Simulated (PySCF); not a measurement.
AlF3, SMILES [F][Al]([F])[F]. Atoms are numbered in the order given.

```xyz
4

Al     0.0000     0.0000     0.0000
F     -1.6366     0.0000     0.0000
F      0.8183     1.4173     0.0000
F      0.8183    -1.4173     0.0000
```
Charge 0, spin multiplicity 1.

Geometry: TPSSh-D3(BJ)/def2-TZVP. The isomer is the one that the SMILES or the coordinates give; other isomers of the formula were not compared.

Calculation: PBE/def2-TZVPD run with PySCF.

The molecule is in vacuum.

- total energy: -541.91581 hartree
- point group: D3h
- highest occupied level: -9.70 eV
- lowest empty level: -2.59 eV
- orbital gap: 7.11 eV
- dipole moment: 0.00 D
- quadrupole, principal values (traceless, Buckingham form, about the centre of nuclear charge): -4.57, -4.57, 9.14 D·Å
- mean static polarisability: 23.1 bohr³ (3.43 Å³)
- polarisability, principal values: 21.2, 24.1, 24.1 bohr³
